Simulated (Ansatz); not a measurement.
# AlBH₂ (triplet): from Hartree-Fock to the top rungs, def2-TZVPP

The task here is to estimate one member of a computed series from the others.

The runs use Ansatz 0.2.0, Gaussian basis; def2-TZVPP, core rule «outside noble gas», up to 6 orbitals frozen.

To be run: UHF; ROHF; CCSD(T) on UHF.

2 further runs of the same task are left out: 2 set aside as unsound or not needed.

**The geometry**

The geometry is a PBE0/def2-TZVP stationary point (not a proven minimum) of the parent state, kept for this charge and spin.

4 atoms, charge 0, spin multiplicity 3.

Atoms are counted from 1 here; the program's logs count them from 0.

Bond lengths: B1–Al2 2.320 Å, Al2–H3 1.598 Å, Al2–H4 1.598 Å. Angles: B1–Al2–H3 121.2°, B1–Al2–H4 121.2°, H3–Al2–H4 117.7°.

Set-up of the first run:

File in.yaml:

```yaml
crystal:
  periodic: [false, false, false]
  atoms:
    - {symbol: B, position_ang: [0.000000, 0.000000, 1.731547]}
    - {symbol: Al, position_ang: [0.000000, 0.000000, -0.588094]}
    - {symbol: H, position_ang: [0.000000, -1.367107, -1.414802]}
    - {symbol: H, position_ang: [0.000000, 1.367107, -1.414802]}
basis:
  gaussian: {orbitals: def2-TZVPP}
magnetization: {spin_polarized: true, initial_magnetization: 2}
hamiltonian: {xc: hf}
output: {orbitals: {seedname: orbitals}}
```

On the command line:

```sh
ansatz run in.yaml --threads 1 --pin off --events-out ev --progress --plain --max-ram 2816MiB --backend cpu
```

Steps of the session up to this table: UHF; ROHF; CCSD(T) on UHF.

One table of the session follows, with a row left open; its other results are not shown here.

| method | from UCCSD(T) (meV) |
| --- | --- |
| ROHF | +4531.2 |
| UHF | ? |
| UMP2 | +1079.1 |
| UCCSD | +138.4 |
| UCCSD(T) | 0 |

Q: Estimate the row for UHF from the others.

As computed: from UCCSD(T) (meV): +4452.1. In the column «from UCCSD(T) (meV)» it lies between UMP2 (+1079.1) and ROHF (+4531.2).
